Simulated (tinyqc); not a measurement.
UHF in the sto-6g basis, for LiH+, spin multiplicity 2, step by step. One step of it, computed by the program tinyqc.

Problem. Iteration 3: building the Fock matrix. J_ij = sum D_kl (ij|kl) with D = D(alpha) + D(beta), K_ij = sum D_kl (ik|jl) for each spin; F = H + J - K(s); E = tr D H + tr D J / 2 - 0.5 sum_s tr D(s) K(s) + E_nn.

D(alpha) after iteration 2, order 1Li 1s, 1Li 2s, 1Li 2px, 1Li 2py, 1Li 2pz, 2H 1s:
$$\begin{pmatrix}
1.006055 & -0.013316 & 0.000000 & 0.000000 & 0.000436 & 0.001577 \\
-0.013316 & 0.000176 & 0.000000 & 0.000000 & -0.000006 & -0.000021 \\
0.000000 & 0.000000 & 0.219972 & -0.414227 & 0.000000 & 0.000000 \\
0.000000 & 0.000000 & -0.414227 & 0.780028 & 0.000000 & 0.000000 \\
0.000436 & -0.000006 & 0.000000 & 0.000000 & 0.000000 & 0.000001 \\
0.001577 & -0.000021 & 0.000000 & 0.000000 & 0.000001 & 0.000002
\end{pmatrix}$$

D(beta) after iteration 2, order 1Li 1s, 1Li 2s, 1Li 2px, 1Li 2py, 1Li 2pz, 2H 1s:
$$\begin{pmatrix}
1.008013 & -0.017805 & 0.000000 & 0.000000 & 0.000079 & 0.002431 \\
-0.017805 & 0.000315 & 0.000000 & 0.000000 & -0.000001 & -0.000043 \\
0.000000 & 0.000000 & 0.000000 & 0.000000 & 0.000000 & 0.000000 \\
0.000000 & 0.000000 & 0.000000 & 0.000000 & 0.000000 & 0.000000 \\
0.000079 & -0.000001 & 0.000000 & 0.000000 & 0.000000 & 0.000000 \\
0.002431 & -0.000043 & 0.000000 & 0.000000 & 0.000000 & 0.000006
\end{pmatrix}$$

core Hamiltonian H = T + V (hartree), order 1Li 1s, 1Li 2s, 1Li 2px, 1Li 2py, 1Li 2pz, 2H 1s:
$$\begin{pmatrix}
-4.687488 & -0.994976 & 0.000000 & 0.000000 & -0.008748 & -0.073393 \\
-0.994976 & -1.322197 & 0.000000 & 0.000000 & -0.086139 & -0.377473 \\
0.000000 & 0.000000 & -1.087146 & 0.000000 & 0.000000 & 0.000000 \\
0.000000 & 0.000000 & 0.000000 & -1.087146 & 0.000000 & 0.000000 \\
-0.008748 & -0.086139 & 0.000000 & 0.000000 & -1.151700 & -0.519711 \\
-0.073393 & -0.377473 & 0.000000 & 0.000000 & -0.519711 & -1.182171
\end{pmatrix}$$

Two-electron integrals (ij|kl) in chemists' order, unique and non-zero (hartree):
```
(11|11) 1.681247   (21|11) 0.242603   (21|21) 0.044507   (22|11) 0.397190
(22|21) 0.090279   (22|22) 0.290625   (31|31) 0.009437   (32|31) 0.014261
(32|32) 0.064236   (33|11) 0.397190   (33|21) 0.090279   (33|22) 0.290625
(33|33) 0.313125   (41|41) 0.009437   (42|41) 0.014261   (42|42) 0.064236
(43|43) 0.016875   (44|11) 0.397190   (44|21) 0.090279   (44|22) 0.290625
(44|33) 0.279374   (44|44) 0.313125   (51|51) 0.009437   (52|51) 0.014261
(52|52) 0.064236   (53|53) 0.016875   (54|54) 0.016875   (55|11) 0.397190
(55|21) 0.090279   (55|22) 0.290625   (55|33) 0.279374   (55|44) 0.279374
(55|55) 0.313125   (61|11) 0.017072   (61|21) 0.003092   (61|22) 0.006432
(61|33) 0.006338   (61|44) 0.006338   (61|51) 0.000417   (61|52) 0.000883
(61|55) 0.006620   (61|61) 0.000239   (62|11) 0.074388   (62|21) 0.017313
(62|22) 0.063649   (62|33) 0.059982   (62|44) 0.059982   (62|51) 0.002767
(62|52) 0.019813   (62|55) 0.070984   (62|61) 0.001493   (62|62) 0.028220
(63|31) 0.001050   (63|32) 0.005689   (63|53) 0.002552   (63|63) 0.001419
(64|41) 0.001050   (64|42) 0.005689   (64|54) 0.002552   (64|64) 0.001419
(65|11) 0.101414   (65|21) 0.023750   (65|22) 0.089556   (65|33) 0.083427
(65|44) 0.083427   (65|51) 0.004310   (65|52) 0.030858   (65|55) 0.101813
(65|61) 0.002105   (65|62) 0.042803   (65|65) 0.065333   (66|11) 0.237024
(66|21) 0.055845   (66|22) 0.225354   (66|33) 0.206828   (66|44) 0.206828
(66|51) 0.008684   (66|52) 0.080593   (66|55) 0.262409   (66|61) 0.004926
(66|62) 0.133305   (66|65) 0.207645   (66|66) 0.774999
```

nuclear repulsion = 0.71125969 hartree

Give: Coulomb J; exchange K(alpha); exchange K(beta); F(alpha); F(beta); total energy of this density.

Solution.

Coulomb J (hartree), order 1Li 1s, 1Li 2s, 1Li 2px, 1Li 2py, 1Li 2pz, 2H 1s:
$$\begin{pmatrix}
3.769 & 0.576 & 0.000 & 0.000 & 0.000 & 0.041 \\
0.576 & 1.085 & 0.000 & 0.000 & 0.000 & 0.209 \\
0.000 & 0.000 & 1.081 & -0.014 & 0.000 & 0.000 \\
0.000 & 0.000 & -0.014 & 1.100 & 0.000 & 0.000 \\
0.000 & 0.000 & 0.000 & 0.000 & 1.074 & 0.286 \\
0.041 & 0.209 & 0.000 & 0.000 & 0.286 & 0.681
\end{pmatrix}$$

exchange K(alpha) (hartree), order 1Li 1s, 1Li 2s, 1Li 2px, 1Li 2py, 1Li 2pz, 2H 1s:
$$\begin{pmatrix}
1.694 & 0.253 & 0.000 & 0.000 & 0.000 & 0.018 \\
0.253 & 0.107 & 0.000 & 0.000 & 0.000 & 0.009 \\
0.000 & 0.000 & 0.091 & -0.123 & 0.000 & 0.000 \\
0.000 & 0.000 & -0.123 & 0.257 & 0.000 & 0.000 \\
0.000 & 0.000 & 0.000 & 0.000 & 0.026 & 0.003 \\
0.018 & 0.009 & 0.000 & 0.000 & 0.003 & 0.002
\end{pmatrix}$$

exchange K(beta) (hartree), order 1Li 1s, 1Li 2s, 1Li 2px, 1Li 2py, 1Li 2pz, 2H 1s:
$$\begin{pmatrix}
1.686 & 0.237 & 0.000 & 0.000 & 0.000 & 0.016 \\
0.237 & 0.042 & 0.000 & 0.000 & 0.000 & 0.003 \\
0.000 & 0.000 & 0.009 & 0.000 & 0.000 & 0.000 \\
0.000 & 0.000 & 0.000 & 0.009 & 0.000 & 0.000 \\
0.000 & 0.000 & 0.000 & 0.000 & 0.009 & 0.000 \\
0.016 & 0.003 & 0.000 & 0.000 & 0.000 & 0.000
\end{pmatrix}$$

F(alpha) (hartree), order 1Li 1s, 1Li 2s, 1Li 2px, 1Li 2py, 1Li 2pz, 2H 1s:
$$\begin{pmatrix}
-2.613 & -0.671 & 0.000 & 0.000 & -0.009 & -0.050 \\
-0.671 & -0.344 & 0.000 & 0.000 & -0.086 & -0.177 \\
0.000 & 0.000 & -0.097 & 0.109 & 0.000 & 0.000 \\
0.000 & 0.000 & 0.109 & -0.244 & 0.000 & 0.000 \\
-0.009 & -0.086 & 0.000 & 0.000 & -0.104 & -0.236 \\
-0.050 & -0.177 & 0.000 & 0.000 & -0.236 & -0.503
\end{pmatrix}$$

F(beta) (hartree), order 1Li 1s, 1Li 2s, 1Li 2px, 1Li 2py, 1Li 2pz, 2H 1s:
$$\begin{pmatrix}
-2.605 & -0.656 & 0.000 & 0.000 & -0.009 & -0.049 \\
-0.656 & -0.279 & 0.000 & 0.000 & -0.086 & -0.172 \\
0.000 & 0.000 & -0.015 & -0.014 & 0.000 & 0.000 \\
0.000 & 0.000 & -0.014 & 0.004 & 0.000 & 0.000 \\
-0.009 & -0.086 & 0.000 & 0.000 & -0.087 & -0.234 \\
-0.049 & -0.172 & 0.000 & 0.000 & -0.234 & -0.502
\end{pmatrix}$$

total energy of this density = -7.28054 hartree
